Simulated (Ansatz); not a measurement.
Geometry optimisation, Ansatz 0.2.0, RKS BHLYP-D4/def2-mTZVP.

Input file:

```yaml
crystal:
  periodic: [false, false, false]
  atoms:
    - { symbol: Al, position_ang: [-0.032393, -0.436252, -0.470056] }
    - { symbol: F, position_ang: [0.025766, -0.216091, 2.404677] }
    - { symbol: F, position_ang: [1.41595, 0.190985, -0.908722] }
    - { symbol: H, position_ang: [-1.342213, 0.210906, -1.013591] }
    - { symbol: H, position_ang: [0.042219, -1.74178, 0.38995] }
    - { symbol: H, position_ang: [0.139071, -1.091268, 2.133941] }
basis:
  gaussian: { orbitals: def2-mTZVP }
hamiltonian:
  xc: { name: BHLYP }
  dispersion: d4
relax:
  f_tol: 0.03
  max_steps: 50
```

Launched with:

```bash
$ ansatz run input.yaml --threads 1 --pin off --max-ram 2048MiB --backend cpu --events-out ev --progress --plain --runs-dir out
```

Q: Where does it end, and by what steps?

A: The run converged. After 22 steps the energy has fallen by 0.434 eV; H6 moved furthest, 1.13 Å. Joined: Al1–F2 (2.88 → 2.06 Å).

```
step  energy less start (eV)  largest force component (eV/Å)  accepted
   0                  0.0000                           0.169       yes
   1                  0.0875                           3.477        no
   2                 -0.0260                           0.706       yes
   3                 -0.0603                           1.077       yes
   4                 -0.1237                           1.412       yes
   5                 -0.2319                           1.333       yes
   6                 -0.2198                           1.284        no
   7                 -0.2696                           0.625       yes
   8                 -0.2883                           0.128       yes
   9                 -0.3002                           0.386       yes
  10                 -0.3037                           0.219       yes
  11                 -0.3068                           0.135       yes
  12                 -0.3118                           0.121       yes
  13                 -0.2993                           0.926        no
  14                 -0.3155                           0.032       yes
  15                 -0.3161                           0.593       yes
  16                 -0.3373                           0.303       yes
  17                 -0.3760                           0.366       yes
  18                 -0.4072                           0.433       yes
  19                 -0.4285                           0.139       yes
  20                 -0.3996                           1.137        no
  21                 -0.4209                           0.657        no
  22                 -0.4336                           0.028       yes
```

```xyz
6
Properties=species:S:1:pos:R:3
Al -0.139 -0.660 -0.211
F -0.218 -0.454 1.837
F 1.365 0.040 0.067
H -1.270 0.304 -0.700
H -0.133 -2.213 -0.388
H 0.643 -0.101 1.931
```

Whether the end is a true minimum wasn't checked by a vibrational analysis.

The run took 48 s on 1 thread of Arm Neoverse V1 (shared host), peak memory 0.12 GiB.
